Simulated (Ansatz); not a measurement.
# Relaxing Be2Cd

The calculation used DFT PBE, scalar-relativistic, plane waves, PAW (Ansatz 0.2.0). Cutoff 420 eV, Γ-centred k mesh, Gaussian smearing, no spin polarisation in the final step.

Be2Cd was placed on the rutile structure type (P4_2/mnm, No. 136), with Cd in place of Ti, Be in place of O, at a guessed volume.

```yaml
crystal:
  lattice:
    - [5.05031, 0.00000, 0.00000]
    - [0.00000, 5.05031, 0.00000]
    - [0.00000, 0.00000, 3.25291]
  atoms:
    - { symbol: Be, position: [0.30600, 0.30600, 0.00000] }
    - { symbol: Be, position: [0.19400, 0.80600, 0.50000] }
    - { symbol: Be, position: [0.69400, 0.69400, 0.00000] }
    - { symbol: Be, position: [0.80600, 0.19400, 0.50000] }
    - { symbol: Cd, position: [0.00000, 0.00000, 0.00000] }
    - { symbol: Cd, position: [0.50000, 0.50000, 0.50000] }
```

Cell and atoms relax at zero pressure; the relaxation can't lower the symmetry of the start. After a coarse first stage the cell is made exact in the group found at 0.06 Å.

The zero of energy is the elements' standard structures at the same level; no fitted shifts are applied.

**Question.** What does it relax into?

**Answer.** It keeps P4_2/mnm (No. 136), but not the shape of the type it started on. Conventional cell: a = 4.799 Å, c = 4.436 Å. Be is coordinated by 1 Be at 2.06 Å and 3 Cd at 2.36–2.45 Å; around Cd lie 6 Be at 2.36–2.45 Å.

Space group P4_2/mnm (No. 136). a = 4.799 Å, b = 4.799 Å, c = 4.436 Å, α = 90.00°, β = 90.00°, γ = 90.00°
| atom | site | symmetry | x | y | z |
| --- | --- | --- | --- | --- | --- |
| Be | 4f | m.2m | 0.3480 | 0.3480 | 0.0000 |
| Cd | 2a | m.mm | 0.0000 | 0.0000 | 0.0000 |

**Question.** What are its volume, energy, density and gap?

**Answer.** The volume per atom is 17.03 Å³, the density is 4.24 g/cm³ and the energy over the elements is 0.90 eV/atom. The gap on the 8×8×8 mesh is 0 eV (a metal).

The final run used a 8×8×8 mesh on its 6-atom cell and 0.10 eV smearing. For metals, differences of a few meV/atom aren't resolved. Symmetry constrained the relaxation, so the result can be a saddle point.

Cost: 3 runs of about 1.3 core-minutes in all, on Intel Xeon (Ice Lake) (shared hosts).